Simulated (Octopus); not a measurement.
# HNO (nitroxyl): PBE (scalar, in the pseudopotentials, pseudodojo_pbe potentials, pseudopotentials pseudodojo_pbe, grid spacing 0.15 angstrom)

We compute energy and forces of HNO (nitroxyl). 

The results are computed with Octopus 16.4.

3 further runs of the same task are left out: 2 that didn't finish, 1 set aside as unsound or not needed. Runs told in other sessions of the task aren't counted.

## Step 1: The structure to begin with

HNO has 3 atoms, charge 0, and is taken as a singlet. SMILES: `N=O`. Geometry: relaxed at PBE0-D4/def2-TZVP.

Bond lengths: N1–O2 1.190 Å, N1–H3 1.063 Å. Angles: O2–N1–H3 108.9°.

## Step 2: Energy and forces at PBE (scalar, in the pseudopotentials, pseudodojo_pbe potentials, pseudopotentials pseudodojo_pbe, grid spacing 0.15 angstrom)

File geometry.xyz:

```xyz
3

N     -0.283700     0.312787    -0.117157
O      0.755300     0.397197     0.456503
H     -0.471600    -0.709983    -0.339347
```

The run is started by

```
$ OMP_NUM_THREADS=1 octopus > gs.log
```

The program printed:

```text
Version                : 16.4
************************** Calculation Mode **************************
Input: [CalculationMode = gs]
Input: [SpinComponents = unpolarized]
******************************* Space ********************************
Octopus will run in 3 dimension(s).
Octopus will treat the system as periodic in 0 dimension(s).
Input: [AllElectronType = no]
Input: [PseudopotentialSet = pseudodojo_pbe]
Reading Coordinates from geometry.xyz
****************************** Species *******************************
  Species 'N'
    type             : pseudopotential
    file format      : UPF2
    valence charge   : 5.0
    atomic number    :   7
    form on file     : kleinman-bylander
    lmax             : 1
    llocal           : -1
    projectors per l : 2
    total projectors : 4
    application form : kleinman-bylander
    orbitals         :  4
    bound orbitals   :  4
  Species 'O'
    type             : pseudopotential
    file format      : UPF2
    valence charge   : 6.0
    atomic number    :   8
    form on file     : kleinman-bylander
    lmax             : 2
    llocal           : -1
    projectors per l : 2
    total projectors : 6
    application form : kleinman-bylander
    orbitals         :  4
    bound orbitals   :  4
  Species 'H'
    type             : pseudopotential
    file format      : UPF2
[... 82 lines left out ...]
** Warning:
[... 33 lines left out ...]
Converged eigenvectors: 0
#  State  Eigenvalue [eV]  Occupation    Error
[... 10 lines left out ...]
Converged eigenvectors: 0
#  State  Eigenvalue [eV]  Occupation    Error
[... 39 lines left out ...]
 etot  = -7.45046897E+02 abs_ev   =  1.07E-03 rel_ev   =  5.93E-06
 ediff =        1.39E-04 abs_dens =  2.73E-04 rel_dens =  2.28E-05
*********************** SCF CYCLE ITER #   14 ************************
 etot  = -7.45056870E+02 abs_ev   =  5.40E-03 rel_ev   =  3.00E-05
 ediff =        3.66E-04 abs_dens =  1.77E-04 rel_dens =  1.47E-05
*********************** SCF CYCLE ITER #   15 ************************
 etot  = -7.45053045E+02 abs_ev   =  2.14E-03 rel_ev   =  1.19E-05
 ediff =        1.41E-04 abs_dens =  5.62E-05 rel_dens =  4.68E-06
*********************** SCF CYCLE ITER #   16 ************************
 etot  = -7.45052770E+02 abs_ev   =  2.39E-06 rel_ev   =  1.32E-08
 ediff =        1.01E-05 abs_dens =  2.82E-05 rel_dens =  2.35E-06
*********************** SCF CYCLE ITER #   17 ************************
 etot  = -7.45053211E+02 abs_ev   =  1.86E-04 rel_ev   =  1.03E-06
 ediff =        1.62E-05 abs_dens =  1.11E-05 rel_dens =  9.24E-07
Converged eigenvectors: 0
#  State  Eigenvalue [eV]  Occupation    Error
      1      -30.178221    2.000000   ( 2.4E-06)
      2      -18.041081    2.000000   ( 6.7E-07)
      3      -13.299089    2.000000   ( 2.6E-06)
      4      -12.022683    2.000000   ( 2.5E-07)
      5      -11.065579    2.000000   ( 7.1E-07)
      6       -5.444903    2.000000   ( 1.6E-06)
                                                                     ^
*********************** SCF CYCLE ITER #   18 ************************
 etot  = -7.45053005E+02 abs_ev   =  1.07E-04 rel_ev   =  5.96E-07
 ediff =        7.58E-06 abs_dens =  3.81E-06 rel_dens =  3.18E-07
Converged eigenvectors: 0
#  State  Eigenvalue [eV]  Occupation    Error
      1      -30.178217    2.000000   ( 1.7E-06)
      2      -18.041069    2.000000   ( 3.7E-07)
      3      -13.299078    2.000000   ( 1.5E-06)
      4      -12.022675    2.000000   ( 2.8E-07)
      5      -11.065569    2.000000   ( 5.0E-07)
      6       -5.444893    2.000000   ( 1.0E-06)
                                                                     ^
Info: SCF converged in   18 iterations
** Warning:
**   Some of the states are not fully converged!
Info: Number of matrix-vector products:       1552
Octopus emitted 2 warnings.
```

Run time: 23 s. Hardware: 1 thread of Arm Neoverse V1, shared host; peak memory 0.17 GiB.

## Step 3: What came out

At PBE (scalar, in the pseudopotentials, pseudodojo_pbe potentials, pseudopotentials pseudodojo_pbe, grid spacing 0.15 angstrom):

| quantity | value |
| --- | --- |
| total energy | -27.38019 Eh |
| dipole moment | 1.51 D |
| HOMO energy | -5.44 eV |
| largest force on an atom | 1.638 eV/Å |

**Reading.** The largest force is 1.64 eV/Å: the shape isn't a stationary point for this species at this level.
